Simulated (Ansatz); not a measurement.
Saddle point of SiH6O2, singlet (SiH₄O₂ ([OH][SiH2][OH]) + H₂ → SiH₄O ([OH][SiH3]) + H₂O; bonds formed: Si1–H7, O2–H6; bonds broken: Si1–O2, H6–H7), PBE0-D4/def2-TZVP structure:

```tsv
atom	x (Å)	y (Å)	z (Å)
Si1	-0.4410	-0.0925	0.2378
O2	1.2707	-0.8213	0.0530
H3	-0.9963	-1.1494	-0.6863
H4	-1.0512	-0.4534	1.5413
O5	-0.9124	1.2637	-0.5891
H6	1.3871	0.1815	0.5518
H7	0.6701	0.9341	1.0323
H8	1.6054	-0.9269	-0.8457
H9	-1.5324	1.0641	-1.2951
```

Energies are electronic, without zero-point energy. Barriers and step energies count from the start structure reached by relaxing down the imaginary mode; all methods use the PBE0-D4 structures, on which another method's saddle can fall below an end. Ansatz 0.2.0; basis: def2-TZVPP, with def2-QZVPP for the basis limit; cores frozen in the correlated methods. B3LYP uses VWN-RPA correlation. Extrapolation: Hartree–Fock as exp(−7.88 √X), correlation as X^−2.97.

```csv
method,barrier (kJ/mol),step energy (kJ/mol)
SPW92,162.2,70.9
PBE-D4,199.1,73.7
BLYP-D4,225.6,81.6
r2SCAN-D4,217.0,82.7
B97M-V,222.7,79.6
PBE0-D4,?,73.8
B3LYP-D4,234.2,80.7
r2SCAN0-D4,226.0,81.0
BHLYP-D4,251.6,81.0
CAM-B3LYP-D4,234.5,81.2
wB97X-V,231.5,77.9
wB97M-V,228.4,78.7
B2PLYP,239.6,82.3
PBE-QIDH,?,78.5
RPA on PBE,237.9,76.2
HF,?,81.8
MP2,238.2,84.5
CCSD,247.0,77.7
CCSD(T),238.6,78.7
```

Problem. Fill in the withheld barriers. (To be estimated.)

Solution. Computed: PBE0-D4 214.0; PBE-QIDH 229.3; HF 299.8 kJ/mol. Each is the energy of the saddle less that of the start structure, by the same method.

For comparison, the barrier by CCSD(T) at an estimated basis limit (MP2 extrapolated from triple and quadruple zeta, plus CCSD(T) − MP2 in triple zeta) is 239.0 kJ/mol.

The T1 diagnostic stays at or below 0.012.

Labels in which every atom is bracketed show which atoms are joined, not bond orders.

For scale, one of the runs: CCSD(T)/def2-TZVPP, 188 basis functions, launched by `ansatz run in.yaml --threads 2 --pin off --events-out ev --progress --plain --max-ram 4352MiB`. Hardware: 2 CPU threads, shared host. Wall time 46 s; peak host memory 2 GiB.
